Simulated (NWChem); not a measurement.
**Polarisability of HLi**

```xyz
2

Li     0.0000     0.0000     0.3994
H      0.0000     0.0000    -1.1982
```
Charge 0, spin multiplicity 1.

Program: NWChem. The geometry was optimised at PBE0/def2-SVP, a minimum by its harmonic frequencies.

Basis set: def2-SVPD. Static limit.

The correlated methods freeze no orbitals. B3LYP has NWChem's definition, with VWN1-RPA local correlation. The structure started from a generated list of species. Coupled-cluster values serve here as a point of comparison, not as the truth.

| method | isotropic polarisability (bohr³) |
|---|---|
| HF | [?] |
| PBE | [?] |
| B3LYP | 29.03 |
| CCSD linear response | [?] |
| PBE0 | [?] |

Q: Complete the blanks.

A: 
- HF, isotropic polarisability (bohr³): 22.99
- PBE, isotropic polarisability (bohr³): 32.76
- CCSD linear response, isotropic polarisability (bohr³): 27.64
- PBE0, isotropic polarisability (bohr³): 28.46
